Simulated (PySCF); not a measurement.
# C2H5Cl (Ethyl chloride): the cost of one run

Programs: PySCF 2.14.0, with density-fitted response routines of our own. Each step states its level of theory. These are calculated values for one molecule, in the gas phase or a continuum, unless marked as measured. Atoms are numbered from 0 throughout.

## 1. The starting structure

8 atoms, charge 0, multiplicity 1; geometry from: GFN2-xTB. The atoms were then displaced at random by about 0.01 Å, so the start is not that level's minimum.

Bonds of the start (Å): C0–C1 1.49, C1–Cl2 1.78, C0–H3 1.08, C0–H4 1.12, C0–H5 1.08, C1–H6 1.09, C1–H7 1.09.

## 2. Geometry optimisation at PBE0-D3(BJ)/def2-SVP

Job settings and geometry (Å):

```
{"job": {"xc": "PBE0", "basis": "def2-SVP", "d3": "d3bj", "grid": 1, "shake": 0.01, "kind": "geom"}, "charge": 0, "multiplicity": 1}
C     -0.776580     0.015820    -0.038050
C      0.693750    -0.195700    -0.018190
Cl     1.538980     1.293120     0.475290
H     -1.123130     0.331250     0.938950
H     -1.053970     0.821960    -0.758130
H     -1.302160    -0.870750    -0.347430
H      1.090830    -0.456220    -1.002070
H      0.987400    -0.958620     0.697180
```

Command:

```console
OMP_NUM_THREADS=1 python probes_run.py task.json out
```

One launch serves the whole session: the jobs run in the order shown.

**Question.** How long does this first job take on 1 thread of AMD EPYC, shared host, and how much memory does it need?

About 10 s, with a peak of 0.31 GiB.
